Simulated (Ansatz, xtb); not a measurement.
## C3H4F2S: which of two isomers lies lower

We compare I, `FC1(F)CSC1`, a singlet, with II, `CC(=S)C(F)F`, a singlet. Both are isolated molecules in the gas phase, relaxed with PBE0-D3(BJ)/def2-SVP; the shapes shown needn't be the lowest conformers.

I (Å):

```xyz
10

C     0.5311    1.1571    0.4645
C     1.6567    2.1774    0.6106
C     1.1161    0.0468    1.3332
F    -0.6302    1.6228    0.9691
F     0.2889    0.7868   -0.8085
S     2.4076    1.1895    1.9642
H     1.3117    3.1787    0.9021
H     2.2908    2.2311   -0.2854
H     1.5272   -0.7787    0.7353
H     0.4205   -0.3338    2.0933
```

II (Å):

| atom | x (Å) | y (Å) | z (Å) |
| --- | --- | --- | --- |
| C | 0.0938 | 2.2851 | -0.0834 |
| C | 1.5795 | 2.2874 | -0.1673 |
| C | 2.2874 | 2.4527 | 1.1648 |
| F | 1.9002 | 3.6164 | 1.7332 |
| F | 1.9152 | 1.4522 | 1.9941 |
| S | 2.4511 | 2.1332 | -1.5221 |
| H | -0.2328 | 1.4734 | 0.5877 |
| H | -0.3618 | 2.1637 | -1.0724 |
| H | -0.2473 | 3.2263 | 0.3792 |
| H | 3.3830 | 2.4467 | 1.0522 |

Question: Estimate which is lower in electronic energy at CCSD(T)/def2-SVP + ΔMP2/def2-TZVPP, and by roughly how much.

Answer: Not settled: CCSD(T)/def2-SVP + ΔMP2/def2-TZVPP gives E(II) − E(I) = +0.090 eV, but this leans on the basis-set step: CCSD(T) alone gives −0.117 eV.

How the difference moves with the method:

```csv
level,geometry,E(II) − E(I) (eV),departure from the last row (eV),"job, with rough time for the two"
GFN2-xTB,GFN2-xTB,+0.414,+0.325,"optimisation, 0.29 s"
HF/STO-3G,GFN2-xTB,+1.449,+1.359,"single point, 1.4 s"
r2SCAN-D4/def2-SVP,GFN2-xTB,+0.018,−0.071,"single point, 6.6 s"
PBE0-D3(BJ)/def2-SVP,PBE0-D3(BJ)/def2-SVP,+0.163,+0.073,"optimisation, 93 s"
HF/def2-SVP,PBE0-D3(BJ)/def2-SVP,−0.040,−0.129,part of the CCSD(T) run
MP2/def2-SVP,PBE0-D3(BJ)/def2-SVP,−0.103,−0.193,part of the CCSD(T) run
CCSD(T)/def2-SVP,PBE0-D3(BJ)/def2-SVP,−0.117,−0.206,single point
CCSD(T)/def2-SVP + ΔMP2/def2-TZVPP,PBE0-D3(BJ)/def2-SVP,+0.090,,"single point, 35 s"
```

As drawn, II has 1 C=S in place of 2 C–S. Structure I has a 4-membered ring, II no ring.

HF/def2-SVP, MP2/def2-SVP, CCSD(T)/def2-SVP put the two in the other order. r2SCAN-D4/def2-SVP finds them nearly level. The largest departure from CCSD(T)/def2-SVP + ΔMP2/def2-TZVPP is that of HF/STO-3G, 1.359 eV. The last row adds to CCSD(T) the change of the MP2 difference between the two basis sets, here +0.206 eV, a large step that makes the value less sure.

With harmonic frequencies from PBE0-D3(BJ)/def2-SVP (ideal gas, rigid rotor, one conformer each, 298.15 K, 1 atm): on the last row, ΔE + ΔZPE = +0.071 eV. A mode under 50 cm⁻¹ makes harmonic enthalpies and free energies unreliable, so none is given.

The correlated steps freeze 10 core orbitals. Codes used: Ansatz 0.2.0, xtb 6.7.1; the last row on 2 threads of Intel(R) Xeon(R) Processor on a shared host.
